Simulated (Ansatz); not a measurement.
Ansatz (a quantum-chemistry and plane-wave program) job for dimethyl ether (C2H6O), SMILES COC, PBE0/def2-SVPD. The structure is a stationary point at B3LYP-D3(BJ)/def2-TZVP.

Ansatz 0.2 input:
```yaml
crystal:
  periodic: [false, false, false]
  atoms:
    - {symbol: C, position_ang: [1.17185282, -0.00000000, -0.19488712]}
    - {symbol: O, position_ang: [0.00000000, -0.00000000, 0.58819782]}
    - {symbol: C, position_ang: [-1.17185282, -0.00000000, -0.19488712]}
    - {symbol: H, position_ang: [1.22697436, -0.89056286, -0.83534487]}
    - {symbol: H, position_ang: [1.22697435, 0.89056287, -0.83534486]}
    - {symbol: H, position_ang: [2.02074486, -0.00000000, 0.48722114]}
    - {symbol: H, position_ang: [-1.22697435, -0.89056287, -0.83534486]}
    - {symbol: H, position_ang: [-2.02074487, -0.00000000, 0.48722115]}
    - {symbol: H, position_ang: [-1.22697435, 0.89056287, -0.83534486]}
basis:
  gaussian:
    orbitals: def2-SVPD
hamiltonian:
  xc: {name: PBE0}
```

Output:

```
Functional definition: PBE0
integrals: 0.03 GiB planned
907 factors; their error is unknown
mean field: 0.34 GiB planned
mean field evaluation 1: about -4206.6137 eV, gradient 4.2e1 eV
mean field evaluation 2: about -4204.6641 eV, gradient 5.3e1 eV
mean field evaluation 4: about -4210.6463 eV, gradient 1.9e0 eV
mean field evaluation 8: about -4210.6339 eV, gradient 2.7e-2 eV
mean field -4210.63394520 eV, -154.7379434158 hartree, gradient 4.7e-5 eV, S^2 0.000000; 0 other end points of the search recorded, 0 dependent functions left out
reference -4210.63397147 eV, -154.7379443811 hartree; 13, 13 occupied and 98, 98 virtual orbitals, 907 factors
Total energy: -4210.63397147 eV, -154.7379443811 hartree
```

The run converged.

Cost: very roughly 2.4 core-seconds.
